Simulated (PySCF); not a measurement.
# S₂F₄: structure of the singlet

Where does singlet S₂F₄ go from a square pyramidal (ligand arrangement 2) start, is the end point a minimum, and what are its modes, charges and moments?

Program: PySCF 2.14.0. Level of theory: PBE0, basis S def2-SVP, F def2-SVP, no relativity, density fitting. These are calculated values, not measurements.

## Step 1: Starting geometry

6 atoms, charge 0, spin multiplicity 1.

Bond lengths: S1–S2 1.880 Å, S1–F3 1.670 Å, S1–F4 1.670 Å, S1–F5 1.670 Å, S1–F6 1.670 Å. Angles: S2–S1–F3 102.0°, S2–S1–F4 102.0°, S2–S1–F5 102.0°, S2–S1–F6 102.0°, F3–S1–F4 87.5°, F3–S1–F5 156.0°, F3–S1–F6 87.5°, F4–S1–F5 87.5°, F4–S1–F6 156.0°, F5–S1–F6 87.5°.

```xyz
6
charge 0 multiplicity 1
S     0.0000    0.0000   -0.2410
S     0.0000    0.0000    1.6390
F     1.6335    0.0000   -0.5882
F     0.0000    1.6335   -0.5882
F    -1.6335    0.0000   -0.5882
F     0.0000   -1.6335   -0.5882
```

## Step 2: Square pyramidal (ligand arrangement 2) start, singlet: relaxation

One driver script runs all steps and calls PySCF; scf.py shows how it sets up the SCF of each step. The optimiser is the driver's own. Before each start the driver seeks the lowest SCF state from one or more starting densities and follows internal instabilities, so scf.py alone need not reach the same state.

The program finds C4v symmetry in the start, which this walk keeps.

scf.py

```python
from pyscf import gto, scf, dft
mol = gto.M(atom='''
S      0.000000    -0.000000    -0.240982
S     -0.000000    -0.000000     1.639018
F      1.633500    -0.000000    -0.588182
F      0.000000     1.633500    -0.588182
F     -1.633500     0.000000    -0.588182
F     -0.000000    -1.633500    -0.588182''',
    basis={'S': 'def2-SVP', 'F': 'def2-SVP'},
    charge=0, spin=0)
mf = dft.RKS(mol, xc='PBE0')
mf.grids.atom_grid = (50, 194)
aux = {'S': 'def2-universal-JKFIT', 'F': 'def2-universal-JKFIT'}
mf = mf.density_fit(auxbasis=aux)
mf.kernel()
```

Energy and gradient, step by step:

| step | energy (Eh) | change (kJ/mol) | largest symmetric gradient (Eh/bohr) |
| --- | --- | --- | --- |
| 0 | -1194.345466 | 0.00 | 0.08900 |
| 1 | -1194.381890 | -95.63 | 0.02957 |
| 2 | -1194.383154 | -98.95 | 0.00526 |
| 3 | -1194.383317 | -99.38 | 0.00050 |
| 4 | -1194.383319 | -99.38 | 0.00007 |

The walk needed 13 s of wall time on 4 threads, shared host.

After 4 steps and 99.4 kJ/mol it ends at C4v: S–F 1.618 Å (×4), S–S 1.872 Å; F–S–F 83.3° (×4), F–S–F 140.0° (×2), F–S–S 110.0° (×4).

## Step 3: Frequencies

On the finer grid the gradient is checked again; gradients at displacements of ±0.01 bohr then give force constants and infrared intensities.

scf.py: that of step 2 with these lines changed.

```diff
@@ -3,6 +3,6 @@
-S      0.000000    -0.000000    -0.240982
-S     -0.000000    -0.000000     1.639018
-F      1.633500    -0.000000    -0.588182
-F      0.000000     1.633500    -0.588182
-F     -1.633500     0.000000    -0.588182
-F     -0.000000    -1.633500    -0.588182''',
+S     -0.000000     0.000000    -0.127466
+S      0.000000    -0.000000     1.744884
+F      1.520709    -0.000000    -0.680652
+F      0.000000     1.520709    -0.680652
+F     -1.520709     0.000000    -0.680652
+F     -0.000000    -1.520709    -0.680652''',
@@ -12 +12 @@
-mf.grids.atom_grid = (50, 194)
+mf.grids.atom_grid = (75, 302)
```

The driver hands on the density of the step before, so the log starts near convergence.

SCF at the final geometry:

```text
init E= -1194.38351709656
  HOMO = -0.321053943313822  LUMO = -0.105559531320621  gap/eV = 5.86390
cycle= 1 E= -1194.38351709653  delta_E= 3.32e-11  |g|= 1.13e-05  |ddm|= 1.48e-05
  HOMO = -0.321052406855665  LUMO = -0.105558891774705  gap/eV = 5.86388
cycle= 2 E= -1194.38351709651  delta_E= 1.73e-11  |g|= 1.72e-05  |ddm|= 2.07e-05
  HOMO = -0.321053058709881  LUMO = -0.105559246785164  gap/eV = 5.86389
cycle= 3 E= -1194.38351709657  delta_E= -5.78e-11  |g|= 6.37e-07  |ddm|= 1.23e-05
  HOMO = -0.321053285204957  LUMO = -0.105559180603799  gap/eV = 5.86389
Extra cycle  E= -1194.38351709657  delta_E= -2.73e-12  |g|= 9.3e-07  |ddm|= 2.26e-06
converged SCF energy = -1194.38351709657
```

The whole step took 50 s.

Geometry: C4v; S–F 1.618 Å (×4), S–S 1.872 Å; F–S–F 83.3° (×4), F–S–F 140.0° (×2), F–S–S 110.0° (×4).

Harmonic modes (main isotopes):

| symmetry | ω (cm⁻¹) | IR (km/mol) | μ (u) |
| --- | --- | --- | --- |
| b1 | 148i | 0.0 | 19.00 |
| e | 285 | 0.2 | 22.48 |
| a1 | 456 | 33.6 | 24.18 |
| e | 540 | 34.8 | 20.35 |
| b2 | 564 | 0.0 | 19.00 |
| b1 | 576 | 0.0 | 19.00 |
| a1 | 672 | 2.6 | 21.28 |
| a1 | 836 | 439 | 27.33 |
| e | 864 | 558 | 24.52 |

1 mode is imaginary, the largest at 148i cm⁻¹: a saddle point, not a minimum.

Constants and moments:

* Dipole moment: 0.19 D
* Highest occupied level: -8.74 eV
* Lowest empty level: -2.87 eV
* Rotational constants: 0.09592, 0.0763, 0.0763 cm⁻¹
* Zero-point energy (real modes): 38.8 kJ/mol
* Principal polarisabilities: 28.8, 28.8, 45.1 bohr³
* Atomisation energy without zero-point energy: 1343 kJ/mol
* Principal traceless quadrupole moments about the centre of mass: -1.92, -1.92, 3.84 D Å

Populations by atom (charges in e):

| atom | Mulliken | Löwdin | polar tensor | Mayer order to S1 |
| --- | --- | --- | --- | --- |
| S1 | 1.23 | 1.18 | 2.83 | – |
| S2 | -0.10 | -0.20 | -0.37 | 1.70 |
| F3,4,5,6 | -0.28 | -0.24 | -0.61 | 0.86 |

Outer orbital energies (eV). occupied: -14.09, -12.89, -12.89, -12.70, -12.64, -11.78, -8.74, -8.74; empty: -2.87, -0.01, 0.12, 0.12.

Mulliken populations on S1: s 5.35, p 8.72, d 0.70.

## Step 4: Leaving the saddle point

The atoms are moved a little along the softest imaginary mode and relaxed again.

The program finds C2v symmetry in the start, which this walk keeps.

scf.py: that of step 3 with these lines changed.

```diff
@@ -3,6 +3,6 @@
-S     -0.000000     0.000000    -0.127466
-S      0.000000    -0.000000     1.744884
-F      1.520709    -0.000000    -0.680652
-F      0.000000     1.520709    -0.680652
-F     -1.520709     0.000000    -0.680652
-F     -0.000000    -1.520709    -0.680652''',
+S     -0.000000     0.000000    -0.127373
+S      0.000000    -0.000000     1.744976
+F      1.615491     0.000000    -0.449223
+F      0.000000     1.425927    -0.911895
+F     -1.615491     0.000000    -0.449223
+F     -0.000000    -1.425927    -0.911895''',
@@ -12 +12 @@
-mf.grids.atom_grid = (75, 302)
+mf.grids.atom_grid = (50, 194)
```

Steps of the walk:

| step | energy (Eh) | change (kJ/mol) | largest symmetric gradient (Eh/bohr) |
| --- | --- | --- | --- |
| 0 | -1194.387313 | 0.00 | 0.01911 |
| 1 | -1194.390519 | -8.42 | 0.00951 |
| 2 | -1194.392872 | -14.59 | 0.00450 |
| 3 | -1194.393206 | -15.47 | 0.00759 |
| 4 | -1194.394310 | -18.37 | 0.00184 |
| 5 | -1194.394350 | -18.48 | 0.00016 |
| 6 | -1194.394352 | -18.48 | 0.00009 |

The walk took 19 s.

Geometry (Å) and forces (eV/Å) at some steps:

```
step 0
S    0.000   0.000  -0.127   0.000   0.000  -0.257
S    0.000   0.000   1.745   0.000   0.000   0.180
F    1.615   0.000  -0.449  -0.772   0.000   0.035
F    0.000   1.426  -0.912   0.000  -0.983   0.003
F   -1.615   0.000  -0.449   0.772   0.000   0.035
F    0.000  -1.426  -0.912   0.000   0.983   0.003
step 1
S    0.000   0.000  -0.107   0.000   0.000  -0.489
S    0.000   0.000   1.771   0.000   0.000   0.014
F    1.586   0.000  -0.436   0.297   0.000   0.408
F    0.000   1.359  -0.948   0.000   0.023  -0.171
F   -1.586   0.000  -0.436  -0.297   0.000   0.408
F    0.000  -1.359  -0.948   0.000  -0.023  -0.171
step 3
S    0.000   0.000  -0.110   0.000   0.000  -0.356
S    0.000   0.000   1.785   0.000   0.000   0.105
F    1.624   0.000  -0.253  -0.259   0.000  -0.265
F    0.000   1.223  -1.137   0.000  -0.165   0.390
F   -1.624   0.000  -0.253   0.259   0.000  -0.265
F    0.000  -1.223  -1.137   0.000   0.165   0.390
step 6
S    0.000   0.000  -0.112   0.000   0.000   0.004
S    0.000   0.000   1.780   0.000   0.000   0.001
F    1.612   0.000  -0.305   0.000   0.000  -0.001
F    0.000   1.259  -1.081   0.000   0.002  -0.001
F   -1.612   0.000  -0.305   0.000   0.000  -0.001
F    0.000  -1.259  -1.081   0.000  -0.002  -0.001
```

It settles in C2v symmetry, 18.5 kJ/mol below the start, after 6 steps: S–F 1.589 Å (×2), S–F 1.624 Å (×2), S–S 1.892 Å; F–S–F 85.8° (×4), F–S–F 104.9°, F–S–F 166.3°, F–S–S 96.8° (×2), F–S–S 127.6° (×2).

## Step 5: Frequencies

As before: finer grid, then central differences.

scf.py: that of step 4 with these lines changed.

```diff
@@ -3,6 +3,6 @@
-S     -0.000000     0.000000    -0.127373
-S      0.000000    -0.000000     1.744976
-F      1.615491     0.000000    -0.449223
-F      0.000000     1.425927    -0.911895
-F     -1.615491     0.000000    -0.449223
-F     -0.000000    -1.425927    -0.911895''',
+S      0.000000     0.000000    -0.116454
+S     -0.000000    -0.000000     1.775254
+F      1.612294     0.000000    -0.307703
+F     -0.000000     1.256942    -1.087900
+F     -1.612294     0.000000    -0.307703
+F      0.000000    -1.256942    -1.087900''',
@@ -12 +12 @@
-mf.grids.atom_grid = (50, 194)
+mf.grids.atom_grid = (75, 302)
```

Log of the central SCF (cycles and frontier levels):

```text
init E= -1194.39441229346
  HOMO = -0.29811658337973  LUMO = -0.0832639851584851  gap/eV = 5.84644
cycle= 1 E= -1194.3944122934  delta_E= 6.14e-11  |g|= 2.03e-05  |ddm|= 3.41e-05
  HOMO = -0.29811853990448  LUMO = -0.0832620272605924  gap/eV = 5.84654
cycle= 2 E= -1194.39441229321  delta_E= 1.94e-10  |g|= 3.46e-05  |ddm|= 6.06e-05
  HOMO = -0.298117311181977  LUMO = -0.0832634130267471  gap/eV = 5.84647
cycle= 3 E= -1194.39441229349  delta_E= -2.83e-10  |g|= 1.54e-06  |ddm|= 4e-05
  HOMO = -0.2981173730675  LUMO = -0.0832633521059001  gap/eV = 5.84648
cycle= 4 E= -1194.39441229351  delta_E= -1.82e-11  |g|= 1.43e-07  |ddm|= 1.71e-06
  HOMO = -0.298117320024809  LUMO = -0.083263334413985  gap/eV = 5.84647
Extra cycle  E= -1194.3944122935  delta_E= 6.37e-12  |g|= 1.79e-07  |ddm|= 3.48e-07
converged SCF energy = -1194.3944122935
```

The whole step took 76 s.

Geometry: C2v; S–F 1.589 Å (×2), S–F 1.624 Å (×2), S–S 1.892 Å; F–S–F 85.9° (×4), F–S–F 104.6°, F–S–F 166.5°, F–S–S 96.8° (×2), F–S–S 127.7° (×2).

Modes, for the most abundant isotopes:

```
symmetry  ω (cm⁻¹)  IR (km/mol)  μ (u)     type
      b1       176          0.0  21.67     bend
      a1       210          0.1  19.07     bend
      b2       369          1.6  23.40     bend
      b1       473         11.8  21.23     bend
      a1       482         26.0  24.11     bend
      a2       502          0.0  19.00     bend
      b2       564         17.6  19.83     bend
      a1       578         17.8  20.10  stretch
      a1       671          1.7  20.68  stretch
      b1       882          184  23.80    mixed
      b2       886          378  24.70  stretch
      a1       910          436  26.17    mixed
```

No imaginary mode, so this is a minimum.

Constants and moments:

- Dipole moment: 0.23 D
- Highest occupied level: -8.11 eV
- Lowest empty level: -2.27 eV
- Rotational constants: 0.1062, 0.08035, 0.06783 cm⁻¹
- Zero-point energy: 40.1 kJ/mol
- Principal polarisabilities: 25.8, 28.8, 48.3 bohr³
- Atomisation energy without zero-point energy: 1372 kJ/mol
- Principal traceless quadrupole moments about the centre of mass: -4.79, 1.57, 3.22 D Å
- Entropy at 298.15 K and 1 bar: 318.6 J/(mol K)
- Heat capacity Cp at 298.15 K: 90.5 J/(mol K)
- Enthalpy at 298.15 K above 0 K: 17.36 kJ/mol
- Rotational symmetry number: 2

Charges (e) and bond orders:

| atom | Mulliken | Löwdin | polar tensor | Mayer order to S1 |
| --- | --- | --- | --- | --- |
| S1 | 1.23 | 1.15 | 2.79 | – |
| S2 | -0.09 | -0.17 | -0.30 | 1.64 |
| F3,5 | -0.32 | -0.28 | -0.63 | 0.83 |
| F4,6 | -0.25 | -0.21 | -0.62 | 0.92 |

Outer orbital energies (eV). occupied: -13.98, -13.03, -12.81, -12.48, -12.08, -12.06, -9.22, -8.11; empty: -2.27, -1.73, 1.43, 1.75.

Mulliken populations on S1: s 5.35, p 8.68, d 0.73.

## Step 6: The points found, side by side

| spin | group | bonds | imaginary modes (cm⁻¹) | ΔE (kJ/mol) | with zero-point energy |
| --- | --- | --- | --- | --- | --- |
| singlet | C2v | S–F 1.589 Å (×2), S–F 1.624 Å (×2), S–S 1.892 Å | none | 0.0 | 0.0 |
| singlet | C4v | S–F 1.618 Å (×4), S–S 1.872 Å | 148i | 28.6 | – |

## Step 7: Results

```
                                 quantity                                                                                                                               value
                                  minimum                                                                                                                        singlet, C2v
                                 geometry  S–F 1.589 Å (×2), S–F 1.624 Å (×2), S–S 1.892 Å; F–S–F 85.9° (×4), F–S–F 104.6°, F–S–F 166.5°, F–S–S 96.8° (×2), F–S–S 127.7° (×2)
                       wavenumbers (cm⁻¹)              176 (b1), 210 (a1), 369 (b2), 473 (b1), 482 (a1), 502 (a2), 564 (b2), 578 (a1), 671 (a1), 882 (b1), 886 (b2), 910 (a1)
                            dipole moment                                                                                                                              0.23 D
     highest occupied, lowest empty level                                                                                                                     -8.11, -2.27 eV
                polar-tensor charge of S1                                                                                                                             +2.79 e
                        zero-point energy                                                                                                                         40.1 kJ/mol
                      entropy at 298.15 K                                                                                                                     318.6 J/(mol K)
atomisation energy (no zero-point energy)                                                                                                                         1372 kJ/mol
```

In words: The square pyramidal (ligand arrangement 2) start (C4v) ends in a minimum of C2v symmetry, after a stop at a saddle point 28.6 kJ/mol higher, from which it was pushed off along an imaginary mode. In the infrared the band at 910 cm⁻¹ (a1, mixed) leads. Other starts or spin states, not run here, may lie lower.

The search up to here needed 2.6 min of wall time on 4 threads, shared host.
